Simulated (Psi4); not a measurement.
# Two attempts at CH3AlO (SMILES [CH3][Al]=[O])

Aim: a single-point energy of CH3AlO at FNO-CCSD(T)/cc-pCVDZ (ZORA, density fitting, occ tolerance 1e-05).

Program for the calculation: Psi4 1.11.

3 further runs of the same task are left out: 3 set aside as unsound or not needed.

### Step 1. The molecule

CH3AlO has 6 atoms, charge 0, and is taken as a singlet. As SMILES, `[CH3][Al]=[O]`. The coordinates come from a PBE0-D4/def2-TZVP relaxation.

Bond lengths: C1–Al2 1.935 Å, Al2–O3 1.596 Å, C1–H4 1.092 Å, C1–H5 1.092 Å, C1–H6 1.092 Å. Angles: C1–Al2–O3 180.0°, Al2–C1–H4 110.5°, Al2–C1–H5 110.5°, Al2–C1–H6 110.5°, H4–C1–H5 108.4°, H4–C1–H6 108.4°, H5–C1–H6 108.4°.

### Step 2. Try one

Contents of calc.in:

```
memory 1600 MB

molecule system {
  0 1
  C     -0.77951203     0.94146156    -0.59601962
  Al     1.31657219    -1.59001556     1.00627916
  O      3.04567160    -3.67797396     2.32833156
  H      0.12321014     2.79509391    -0.49869872
  H     -2.61462507     1.05994738     0.34166248
  H     -1.09112786     0.47129770    -2.58155486
  units au
  no_reorient
  no_com
}

set basis cc-pCVDZ
set reference rhf
set freeze_core true
set occ_tolerance 1e-05
set relativistic zora

energy("pbe1pbe")
print_variables()
```

Launch:

```
$ psi4 calc.in calc.out -n 1
```

calc.out:

```text
Psi4 1.11 release

psi4.driver.p4util.exceptions.MissingMethodError: Method=pbe1pbe is not available for any derivative level.

Printing out the relevant lines from the Psithon --> Python processed input file:
    core.set_global_option("BASIS", "cc-pCVDZ")
    core.set_global_option("REFERENCE", "rhf")
    core.set_global_option("FREEZE_CORE", "true")
    core.set_global_option("OCC_TOLERANCE", 1e-05)
    core.set_global_option("RELATIVISTIC", "zora")
--> energy("pbe1pbe")
    print_variables()

!------------------------------------------------------------!
!                                                            !
!  Method=pbe1pbe is not available for any derivative level. !
!                                                            !
!------------------------------------------------------------!

    Psi4 run time: 0:00:00.15
```

Wall time 0.98 s (1 thread of Intel Xeon Platinum 8488C (Sapphire Rapids), shared host); peak memory 0.13 GiB.

### Step 3. Reading the log

The program refused the input.

The telling line is `Method=pbe1pbe is not available for any derivative level.`. The cause is that the keyword for the method is given a word that it doesn't take. To mend it: method FNO-CCSD(T) in place of PBE1PBE.

### Step 4. Try two

Contents of ch3alo.inp:

```
memory 1.6 GB

molecule {
  0 1
  C     -0.77951203     0.94146156    -0.59601962
  Al     1.31657219    -1.59001556     1.00627916
  O      3.04567160    -3.67797396     2.32833156
  H      0.12321014     2.79509391    -0.49869872
  H     -2.61462507     1.05994738     0.34166248
  H     -1.09112786     0.47129770    -2.58155486
  units au
  no_reorient
  no_com
}

set {
  basis cc-pCVDZ
  reference rhf
  freeze_core true
  occ_tolerance 1e-05
  relativistic zora
}

result, w = energy('fno-ccsd(t)', return_wfn=True)
```

Launch:

```
$ psi4 -i ch3alo.inp -o ch3alo.out -n 1
```

ch3alo.out:

```text
[...]
  Running in c1 symmetry.
[...]
  Nuclear repulsion =   83.909553097971084
[...]
  Multiplicity = 1
[...]
  Nalpha       = 15
  Nbeta        = 15
[...]
    Number of basis functions: 78
[...]
   @RHF iter   1:  -356.85718888468665   -9.39380e-01   9.78983e-03 DIIS/ADIIS
[...]
   @RHF iter  12:  -357.13650589522632   -2.25100e-11   7.11502e-09 DIIS
[...]
    Orbital Energies [Eh]
    ---------------------
    Doubly Occupied:
       1A    -58.725984     2A    -20.491002     3A    -11.268169
       4A     -4.921809     5A     -3.214321     6A     -3.214191
       7A     -3.214191     8A     -1.151566     9A     -0.973672
      10A     -0.593922    11A     -0.593892    12A     -0.518522
      13A     -0.427967    14A     -0.385408    15A     -0.385408
[...]
  @RHF Final Energy:  -357.13650589522632
   => Energetics <=
    Nuclear Repulsion Energy =             83.9095530979710844
    One-Electron Energy =                -661.9320692778806006
    Two-Electron Energy =                 220.8860102846831808
    Total Energy =                       -357.1365058952263780
[...]
 Multipole Moments:
 ------------------------------------------------------------------------------------
     Multipole            Electronic (a.u.)      Nuclear  (a.u.)        Total (a.u.)
 ------------------------------------------------------------------------------------
 L = 1.  Multiply by 2.5417464519 to convert [e a0] to [Debye]
 Dipole X            :        -34.6576694           33.2211963           -1.4364731
 Dipole Y            :         41.8534268          -40.1188856            1.7345412
 Dipole Z            :        -26.4918936           25.3935727           -1.0983208
 Magnitude           :                                                    2.5056729
[...]
      * MP2 total energy:                   -357.550991904304
[...]
      * MP2 total energy:                   -357.550991904304
[...]
      * MP3 total energy:                   -357.549091574311
[...]
      * CCSD total energy:                  -357.564557551282
[...]
      * CCSD(T) total energy                -357.580266003092
[...]
```

Wall time 17 s (1 thread of Intel Xeon Platinum 8488C (Sapphire Rapids), shared host); peak memory 0.55 GiB.

### Step 5. Summary of results

Level: FNO-CCSD(T)/cc-pCVDZ (ZORA, density fitting, occ tolerance 1e-05).

| quantity | value |
| --- | --- |
| total energy | -357.58027 Eh |
| HOMO energy (Hartree–Fock orbitals) | -10.49 eV |
| LUMO energy (Hartree–Fock orbitals) | 2.15 eV |
| HOMO–LUMO gap (Hartree–Fock orbitals) | 12.63 eV |
| correlation energy (7 core orbitals frozen) | -443.8 mEh |
| (T) correction | -15.71 mEh |
| T1 diagnostic | 0.028 |

**Reading.** The T1 diagnostic of 0.028 is above the customary mark for such species, so a single reference may not serve. The triples make up 3.5 % of the correlation energy.
